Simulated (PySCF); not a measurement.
All values below come from PBE-D3(BJ)/def2-TZVP // B3LYP-D3(BJ)/def2-TZVP in PySCF. Gas-phase values, no solvent. One relaxed conformer stands for a flexible species; it need not be the lowest. 

Reference species (SMILES): `C[C]Cl` (triplet; the order of the spin states depends on the level) (neutral, multiplicity 3).

```json
{
  "highest_occupied_spin_orbital": "-4.33 eV"
}
```

Changed species: `C(=C)[C]C` (lower triplet; C–C–C–C torsion 180°) (X = vinyl, multiplicity 3; the reference has X = chloro, multiplicity 3).

Problem. Give the shifts of the highest occupied spin orbital.

Solution. the highest occupied spin orbital decreases by 0.03 eV, to -4.36 eV.
